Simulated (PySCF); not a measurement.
**Changing the system itself: S2 (triplet)**

Aim: change spin, charge, geometry, field or solvent of S2 (triplet), one at a time, and compare with the base run.

Method: each script names its method and basis; program: PySCF 2.14.0.

1 further run of the same task is left out (it didn't finish).

### 1 Where the work starts

S2 (triplet): 2 atoms, charge 0, spin multiplicity 3.

Bond lengths: S1–S2 1.773 Å.

### 2 The run that the others are compared with

The input, input.py:

```python
from pyscf import gto, scf, cc

mol = gto.M(
    atom='S 0 0 0; S 0 0 1.773',
    basis='cc-pcvdz',
    charge=0,
    spin=2,
    verbose=4,
)
mf = scf.UHF(mol)
mf.kernel()
mycc = cc.CCSD(mf, frozen=10)
mycc.kernel()
mf.dip_moment()
print('orbital energies (hartree):', [e[max(0, n-3):n+3].round(4) for e, n in zip(mf.mo_energy, mol.nelec)])
```

Started as:

```console
python input.py
```

The log of this run is left out.

Base result: E(SCF) = -795.052188 Eh, 9 cycles, E(CCSD) − E(SCF) = -0.25733 Eh, ⟨S²⟩ = 2.032, μ = 0.00 D (of the SCF density).

The bond length is a typed value, not an optimised one. The triplet is typed in the script; nothing here shows that it is the ground state.

### 3 Bond 1.826 Å

Run 1 changes bond length: 1.773 Å → 1.826 Å.

The input, input.py:

```python
from pyscf import gto, scf, cc

mol = gto.M(
    atom='S 0 0 0; S 0 0 1.826',
    basis='cc-pcvdz',
    charge=0,
    spin=2,
    verbose=4,
)
mf = scf.UHF(mol)
mf.kernel()
mycc = cc.CCSD(mf, frozen=10)
mycc.kernel()
mf.dip_moment()
print('orbital energies (hartree):', [e[max(0, n-3):n+3].round(4) for e, n in zip(mf.mo_energy, mol.nelec)])
```

Started as:

```console
python input.py
```

### 4 Bond 1.986 Å

Run 2 changes bond length: 1.773 Å → 1.986 Å.

input.py, as its differences from that of step 2:

```diff
@@ -3,3 +3,3 @@
 mol = gto.M(
-    atom='S 0 0 0; S 0 0 1.773',
+    atom='S 0 0 0; S 0 0 1.986',
     basis='cc-pcvdz',
```

### 5 Charge +1 (doublet)

Run 3 changes charge: 0 → 1; spin (2S): 2 → 1.

input.py, as its differences from that of step 2:

```diff
@@ -5,4 +5,4 @@
     basis='cc-pcvdz',
-    charge=0,
-    spin=2,
+    charge=1,
+    spin=1,
     verbose=4,
```

### 6 Charge +1 (quartet)

Run 4 changes charge: 0 → 1; spin (2S): 2 → 3.

input.py, as its differences from that of step 2:

```diff
@@ -5,4 +5,4 @@
     basis='cc-pcvdz',
-    charge=0,
-    spin=2,
+    charge=1,
+    spin=3,
     verbose=4,
```

Q: Predict the outcome of this session. Wanted: for each run, E(SCF); from base; gap, α spin; after the SCF.

**Answer**, as computed:

```csv
run,E(SCF) (hartree),from base (eV),cycles,"gap, α spin (eV)",after the SCF
base,-795.052188,0,9,14.97,"CCSD correlation -7.002 eV, core frozen"
bond 1.826 Å,-795.060027,-0.2133,9,14.71,"CCSD correlation -7.071 eV, core frozen"
bond 1.986 Å,-795.056196,-0.1091,10,13.84,"CCSD correlation -7.294 eV, core frozen"
charge +1 (doublet),-794.717952,+9.0950,10,9.22,"CCSD correlation -7.305 eV, core frozen"
charge +1 (quartet),-794.592812,+12.5002,10,15.33,"CCSD correlation -6.669 eV, core frozen"
```

Of the runs whose energies can be compared, “bond 1.826 Å” moves the SCF energy most (-0.213 eV). At the SCF level, going to the doublet with one electron fewer costs 9.10 eV at fixed geometry. At the SCF level, going to the quartet with one electron fewer costs 12.50 eV at fixed geometry, which need not be the lowest ionisation.
